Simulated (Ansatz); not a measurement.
# AlH₅NSi+ (SMILES [NH2][AlH][SiH2+]): functionals against CCSD(T) at one geometry

The task here is to estimate one member of a computed series from the others.

Program: Ansatz 0.2.0, Gaussian basis. Level of theory: single points in def2-TZVPP. These are calculated values, not measurements.

Cores are frozen in the correlated methods.

### The starting structure

8 atoms, charge 1, spin multiplicity 1.

Atoms are counted from 1 here; the program's logs count them from 0.

Bond lengths: N1–Al2 1.771 Å, N1–H4 0.991 Å, N1–H5 1.019 Å, Al2–Si3 2.517 Å, Al2–H6 1.704 Å, Si3–H7 1.430 Å, Si3–H8 1.476 Å. Angles: Al2–N1–H4 132.1°, Al2–N1–H5 116.1°, H4–N1–H5 111.1°, N1–Al2–Si3 142.3°, N1–Al2–H6 125.2°, Si3–Al2–H6 92.6°, Al2–Si3–H7 105.5°, Al2–Si3–H8 152.1°, H7–Si3–H8 102.4°.

As a file:

```
N    -1.40520    1.13280   -0.99890
Al   -0.01280    0.49200   -0.11140
Si    0.97030   -1.64990    0.77380
H    -2.14140    0.68800   -1.49150
H    -1.41090    2.13880   -1.15950
H     1.28480    1.42320    0.48330
H     2.17900   -1.27040    1.43770
H     0.94060   -3.11140    0.97970
```

Set-up of the first run:

Input file run/in.yaml:

```yaml
crystal:
  periodic: [false, false, false]
  atoms:
    - {symbol: N, position_ang: [-1.405200, 1.132800, -0.998900]}
    - {symbol: Al, position_ang: [-0.012800, 0.492000, -0.111400]}
    - {symbol: Si, position_ang: [0.970300, -1.649900, 0.773800]}
    - {symbol: H, position_ang: [-2.141400, 0.688000, -1.491500]}
    - {symbol: H, position_ang: [-1.410900, 2.138800, -1.159500]}
    - {symbol: H, position_ang: [1.284800, 1.423200, 0.483300]}
    - {symbol: H, position_ang: [2.179000, -1.270400, 1.437700]}
    - {symbol: H, position_ang: [0.940600, -3.111400, 0.979700]}
basis:
  gaussian: {orbitals: def2-TZVPP}
total_charge: 1
correlation: {method: ccsd_t}
output: {forces: true}
```

On the command line:

```bash
ansatz run in.yaml --threads 4 --pin off --events-out ev --progress --plain --max-ram 5222MiB
```

Steps of the session up to this table: CCSD(T)/def2-TZVPP; PBE0-D4/def2-TZVPP; wB97M-V/def2-TZVPP; r2SCAN-D4/def2-TZVPP; PBE-D4/def2-TZVPP; HSE06-D4/def2-TZVPP; SPW92/def2-TZVPP.

One of the session's tables, all rows but one given; the rest of the session is left out.

| method | RMS force component (eV/Å) | angle to CCSD(T) forces (°) |
| --- | --- | --- |
| CCSD(T) | 0.669 | reference |
| PBE0-D4 | 0.668 | 7.0 |
| wB97M-V | 0.699 | 4.1 |
| r2SCAN-D4 | 0.651 | 8.2 |
| PBE-D4 | 0.670 | 20.0 |
| HSE06-D4 | ? | ? |
| SPW92 | 0.735 | 23.8 |

Q: Estimate the row for HSE06-D4 from the others.

**Answer.** RMS force component (eV/Å): 0.667; angle to CCSD(T) forces (°): 7.1. In the column «RMS force component (eV/Å)» it lies between r2SCAN-D4 (0.651) and PBE0-D4 (0.668).

Caveats from the session: CCSD(T) in triple zeta still lacks some correlation energy of the bonds, so part of these gaps is its own basis error and they don't rank the functionals.
